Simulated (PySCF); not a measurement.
From results back to the method.

Compound: C₅H₈O.
SMILES with atom numbers: `[CH2:1]=[CH:2][C:3](=[O:4])[CH2:5][CH3:6]` (hydrogens: H7, H8 on C1; H9 on C2; H10, H11 on C5; H12, H13, H14 on C6)

The closed-shell ground state was solved 4 times with PySCF (density fitting, gas phase), always in the pcSseg-2 basis (328 functions), with these functionals: B97-2, KT3, PBE0 and wB97X-D. Geometry: PBE0-D3(BJ)/def2-TZVP, one conformer, isolated molecule.

```tsv
row	total energy (Eh)	HOMO (eV)	LUMO (eV)	dipole (D)
P	-274.8446	-5.87	-2.57	2.55
Q	-270.5531	-7.01	-1.68	2.69
R	-270.5605	-9.22	0.20	2.73
S	-270.3286	-7.31	-1.63	2.70
```

**Question.** Which functional belongs to which row?

**Answer.** P = KT3, Q = B97-2, R = wB97X-D, S = PBE0. By rising HOMO–LUMO gap: KT3 (GGA) 3.30 eV; B97-2 (global hybrid, 21 % exact exchange) 5.33 eV; PBE0 (global hybrid, 25 % exact exchange) 5.68 eV; wB97X-D (range-separated hybrid) 9.42 eV. Total energies of different functionals aren't bounds to one another; each is stationary for its own functional.

Shape of the structure used: `[CH2:1]=[CH:2][C:3](=[O:4])[CH2:5][CH3:6]`: C1–C2–C3–O4 -3°, C2–C3–C5–C6 180°.

Note: wB97X-D ran without an empirical dispersion term, which enters the total energy and its gradient alone.
